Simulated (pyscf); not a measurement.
H₂N–Si•(NH₂)–Cl (SMILES N[Si](N)Cl) + NH₃ (SMILES N) → H₂N–SiH(NH₂)–Cl (SMILES N[SiH](N)Cl) + NH₂• (SMILES [NH2]) (hydrogen abstraction; doublet surface; H–N broken, H–Si formed). Optimised with ωB97X-D3(BJ)/def2-SVP in PySCF. Energies in eV from the separated reactants.

```json
[
 {"level": "ωB97X-D3(BJ)/def2-TZVP", "barrier": "0.84", "reaction energy": "+0.65"},
 {"level": "PBE/def2-TZVP", "barrier": "?", "reaction energy": "?"},
 {"level": "r²SCAN/def2-TZVP", "barrier": "0.76", "reaction energy": "+0.73"},
 {"level": "PBE0-D3(BJ)/def2-TZVP", "barrier": "0.81", "reaction energy": "+0.78"},
 {"level": "M06-2X/def2-TZVP", "barrier": "?", "reaction energy": "+0.80"},
 {"level": "HF/def2-TZVP", "barrier": "1.12", "reaction energy": "+0.12"}
]
```

Q: Some entries are withheld; supply them.

A: 
- PBE/def2-TZVP, barrier: 0.77
- PBE/def2-TZVP, reaction energy: +0.94
- M06-2X/def2-TZVP, barrier: 1.00

On the product side the descent ends in a complex (not fully relaxed), 0.22 eV under the separated species and 0.41 eV under the saddle at ωB97X-D3(BJ)/def2-TZVP. At PBE the saddle lies under the separated products, which points to a path from their complex (located at ωB97X-D3(BJ) alone), and parting the products costs more than the saddle. This is the saddle that the search found; another between the same sides may lie lower. The angle at the transferred H is 154°.
